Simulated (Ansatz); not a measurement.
Input file for `CCCO`:

```yaml
crystal:
  periodic: [false, false, false]
  atoms:
    - {symbol: C, position_ang: [-0.969079, 1.139192, -0.250475]}
    - {symbol: C, position_ang: [-0.161881, 0.113833, 0.526811]}
    - {symbol: C, position_ang: [0.802095, -0.651038, -0.358500]}
    - {symbol: O, position_ang: [1.602729, -1.571403, 0.351886]}
    - {symbol: H, position_ang: [-1.556099, 0.666056, -1.042632]}
    - {symbol: H, position_ang: [-1.662846, 1.676096, 0.399199]}
    - {symbol: H, position_ang: [-0.316486, 1.879459, -0.721376]}
    - {symbol: H, position_ang: [-0.839728, -0.597864, 1.015074]}
    - {symbol: H, position_ang: [0.408195, 0.599305, 1.324981]}
    - {symbol: H, position_ang: [0.247539, -1.152573, -1.165972]}
    - {symbol: H, position_ang: [1.500662, 0.042606, -0.834958]}
    - {symbol: H, position_ang: [1.022000, -2.198765, 0.789960]}
basis:
  gaussian: {orbitals: def2-TZVPP}
correlation: {method: ccsd_t}
output: {orbitals: {seedname: orbitals}}
```

```sh
$ ansatz run in.yaml --threads 2 --pin off --events-out ev --progress --plain
```

Log, shortened:

```
Functional definition: HF
1381 factors; integrals over basis functions are off by at most 7.5e-4 eV
mean field evaluation 1: about -5253.5057 eV, gradient 3.9e1 eV
mean field evaluation 2: about -5253.6900 eV, gradient 3.9e1 eV
mean field evaluation 4: about -5257.1230 eV, gradient 4.0e0 eV
mean field evaluation 8: about -5257.1717 eV, gradient 2.3e-1 eV
mean field -5257.17192054 eV, -193.1975046407 hartree, gradient 1.3e-6 eV, S^2 0.000000; 0 other end points of the search recorded, 0 dependent functions left out
4 core orbitals not correlated: weight in the atoms' cores, before any rotation towards them, 1.000 or more for the frozen orbitals, at most 0.000 for the correlated occupied ones
reference -5257.17192054 eV, -193.1975046407 hartree; 13, 13 occupied and 219, 219 virtual orbitals, 1381 factors
second order -21.05240986 eV of doubles, -0.00000000 eV of singles
cycle   1  -21.57062690 eV  change   -5.2e-1 eV  update   8.4e-2
cycle   2  -22.04616036 eV  change   -4.8e-1 eV  update   2.4e-2
cycle   3  -22.13241732 eV  change   -8.6e-2 eV  update   1.0e-2
cycle   4  -22.12851258 eV  change    3.9e-3 eV  update   2.2e-3
cycle   5  -22.12885805 eV  change   -3.5e-4 eV  update   8.4e-4
cycle   6  -22.12918279 eV  change   -3.2e-4 eV  update   2.3e-4
cycle   7  -22.12912239 eV  change    6.0e-5 eV  update   9.0e-5
cycle   8  -22.12910451 eV  change    1.8e-5 eV  update   3.0e-5
perturbative correction -0.80542172 eV, -0.0295987022 hartree
Total energy: -5280.10644677 eV, -194.0403329342 hartree
```

Hardware: 2 threads of a server CPU on a shared host. Wall time 83 s, peak host memory 4.6 GiB.

The correlation energy is -22.935 eV, 3.5 % of it from (T); the T1 diagnostic reads 0.0091.
